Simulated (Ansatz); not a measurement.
BH₂O₂, SMILES O[B]O, a composite energy at a relaxed geometry

Program: Ansatz 0.2.0 through its Python package.

At the Python prompt:
```pycon
>>> import itertools
>>> import ansatz as az
>>> from ase.data import atomic_numbers, covalent_radii
>>> import numpy as np
>>> geometry_ang = [
...     ("O", (-1.2236, -0.3527, -0.2499)),
...     ("B", (-0.2889, 0.4031, 0.5425)),
...     ("O", (0.9801, -0.2014, 0.805)),
...     ("H", (-1.0123, -0.0138, -1.1959)),
...     ("H", (1.5945, 0.0912, 0.0568)),
... ]
>>> mol = az.Crystal.molecule()
>>> for symbol, xyz in geometry_ang:
...     mol = mol.atom(symbol, xyz)
...
>>> model = (
...     mol.calculation()
...     .basis(gaussian="def2-SVP")
...     .functional("PBE0", dispersion="d4")
...     .spin("collinear", total=1)
... )
>>> symbols = [site.symbol for site in mol.cartesian_sites]
>>> start = np.array([site.position_ang for site in mol.cartesian_sites], dtype=float)
>>> data = model.relax(force_tolerance=0.01).run().report
>>> end = np.array(data["positions_ang"])
>>> # pairs closer than 1.2 times the sum of covalent radii, before or after
>>> radius = [covalent_radii[atomic_numbers[s]] for s in symbols]
>>> span = lambda where, i, j: np.linalg.norm(where[i] - where[j])
>>> bonded = [(i, j) for i, j in itertools.combinations(range(len(symbols)), 2) if min(span(start, i, j), span(end, i, j)) < 1.2 * (radius[i] + radius[j])]
>>> print("pair        before    after (A)")
pair        before    after (A)
>>> for i, j in bonded:
...     print(f"{symbols[i]}{i}-{symbols[j]}{j}".ljust(10), f"{span(start, i, j):8.4f} {span(end, i, j):8.4f}")
...
O0-B1        1.4397   1.3469
O0-H3        1.0268   0.9608
B1-O2        1.4299   1.3469
O2-H4        1.0114   0.9608
>>> minimum = az.Crystal.molecule()
>>> for symbol, place in zip(symbols, end):
...     minimum = minimum.atom(symbol, place.tolist())
...
>>> at_minimum = minimum.calculation().spin("collinear", total=1)
>>> # MP2 extrapolated to the basis limit, plus the small-basis difference CCSD(T) - MP2
>>> level = lambda method, basis: at_minimum.basis(gaussian=basis).correlation(method).run().report
>>> small, large, cluster = level("mp2", "cc-pVDZ"), level("mp2", "cc-pVTZ"), level("ccsd_t", "cc-pVDZ")
>>> corr = lambda each: (each["free_energy_ev"] - each["reference_energy_ev"]) / 27.211386246
>>> mp2_limit = (27 * corr(large) - 8 * corr(small)) / 19
>>> pieces = {"HF / cc-pVTZ": large["reference_energy_ev"] / 27.211386246, "MP2 correlation, DZ-TZ limit": mp2_limit, "CCSD(T) - MP2 / cc-pVDZ": corr(cluster) - corr(small)}
>>> for name, value in pieces.items():
...     print(f"{name:32s} {value:14.6f} Ha")
...
HF / cc-pVTZ                        -175.693264 Ha
MP2 correlation, DZ-TZ limit          -0.606650 Ha
CCSD(T) - MP2 / cc-pVDZ               -0.025386 Ha
>>> print(f"{'sum':32s} {sum(pieces.values()):14.6f} Ha")
sum                                 -176.325300 Ha
>>> print("T1 diagnostic", round(cluster["correlation"]["coupled_cluster"]["t1_diagnostic"], 4))
T1 diagnostic 0.0162
```

Total energies depend on the basis set; only differences at equal settings carry meaning. The sum leaves out core correlation, relativity, the Hartree-Fock basis error and zero-point energy; a DZ-TZ extrapolation is rough. The species is open-shell (spin multiplicity 2). Inner cores stay frozen, so this is valence correlation. An extrapolation from small basis sets is rough. Timing: 22 s on 1 thread of Arm Neoverse V1, with other jobs on the host, peak memory 0.25 GiB.
